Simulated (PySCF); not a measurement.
# State search for ClF⁺

Unrestricted PBE0; PySCF, no relativity, basis sets Cl def2-SVPD, F def2-SVPD. Outer shells of the fragments: Cl+ 3s2 3p4; F 2s2 2p5.

Followed along the bond (rough minima from three points):

```csv
2Ms+1,unpaired,⟨S²⟩ at the start,R at minimum (Å),Te (eV)
2,π ↑,0.75,1.56,0.00
4,"σ ↑, π ↑↑",3.76,none in the scan,≤ 2.12
```

Solutions found at the starting distance of 1.685 Å, counted from the lowest of them; the search is not exhaustive and high or unbound solutions are not listed, so other states can lie among these:

| 2Ms+1 | unpaired | term | E (eV) | ⟨S²⟩ | ⟨Lz²⟩ | μ (D) |
| --- | --- | --- | --- | --- | --- | --- |
| 2 | π ↑ | ²Π | 0.00 | 0.75 | 1.00 | -2.15 |
| 4 | σ ↑, π ↑↑ | ⁴Σ⁻ | 2.16 | 3.76 | 0.00 | -2.03 |
| 2 | σ ↑, π ↑↓ | mixed | 2.94 | 1.76 | 2.02 | -1.96 |
| 2 | σ ↓, π ↑↑ | mixed | 2.97 | 1.76 | 0.00 | -1.99 |
| 2 | σ ↑ | mixed | 4.15 | 0.75 | 2.00 | -1.79 |
| 4 | σ ↑, π ↑↑ | mixed | 4.83 | 3.76 | 2.01 | 0.12 |
| 4 | σ ↑↑, π ↑ | ⁴Π | 6.26 | 3.76 | 1.01 | -1.10 |
| 2 | π ↑ | ²Π | 8.21 | 0.75 | 1.03 | -1.55 |

A term symbol is given only where ⟨S²⟩ and ⟨Lz²⟩ are close to those of a pure state; real π, δ and φ orbitals otherwise mix terms. A positive dipole points towards F; it is taken about the centre of mass and depends on that origin.

Counting both spins, an empty level lies below a filled one in some of these solutions, because spin and occupation are held.
